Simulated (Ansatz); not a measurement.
The input, for Ansatz 0.2.0:

```yaml
crystal:
  periodic: [false, false, false]
  atoms:
    - {symbol: Li, position_ang: [0.000000, 0.000000, 0.000000]}
    - {symbol: Mg, position_ang: [0.000000, 0.000000, 2.940100]}
basis:
  gaussian: {orbitals: aug-cc-pVTZ}
total_charge: -1
magnetization: {spin_polarized: true, initial_magnetization: 2}
correlation: {method: ccsdt_q, electrons: outside_noble_gas}
```

```sh
$ ansatz run in.yaml --threads 1 --pin off --events-out ev --progress --plain --max-ram 2393MiB
```

The program prints:

```
964 factors; integrals over basis functions are off by at most 2.1e-7 eV
mean field evaluation 1: about -5632.4221 eV, gradient 5.2e0 eV
mean field evaluation 2: about -5632.4241 eV, gradient 5.2e0 eV
mean field evaluation 4: about -5633.7133 eV, gradient 1.1e0 eV
mean field evaluation 8: about -5633.8885 eV, gradient 4.2e-1 eV
mean field evaluation 16: about -5634.0026 eV, gradient 1.0e-4 eV
mean field evaluation 32: about -5634.0027 eV, gradient 1.7e-2 eV
mean field evaluation 64: about -5634.0026 eV, gradient 4.5e-3 eV
mean field evaluation 96: about -5633.7728 eV, gradient 8.3e-1 eV
mean field evaluation 128: about -5633.9168 eV, gradient 3.5e-1 eV
mean field evaluation 160: about -5633.8900 eV, gradient 1.5e0 eV
...
cycle  15  -1.47700032 eV  change    3.6e-6 eV  update   3.5e-5
cycle  16  -1.47701653 eV  change   -1.6e-5 eV  update   1.9e-5
cycle  17  -1.47702981 eV  change   -1.3e-5 eV  update   1.1e-5
cycle  18  -1.47702950 eV  change    3.1e-7 eV  update   7.4e-6
cycle  19  -1.47702413 eV  change    5.4e-6 eV  update   5.0e-6
cycle  20  -1.47701928 eV  change    4.8e-6 eV  update   2.6e-6
cycle  21  -1.47701901 eV  change    2.6e-7 eV  update   1.3e-6
cycle  22  -1.47701956 eV  change   -5.5e-7 eV  update   8.1e-7
cycle  23  -1.47701989 eV  change   -3.3e-7 eV  update   5.0e-7
cycle  24  -1.47702011 eV  change   -2.2e-7 eV  update   2.9e-7
perturbative correction -0.00438470 eV, -0.0001611347 hartree
Total energy: -5635.40170183 eV, -207.0971927298 hartree
```

For the same geometry and basis full CI lies 1.0 meV lower. The determinant has ⟨S²⟩ = 2.19, so this isn't a pure spin state.

Ran on 1 thread of Arm Neoverse V1, shared host: 3.5 min wall, 1.2 GiB peak host memory.
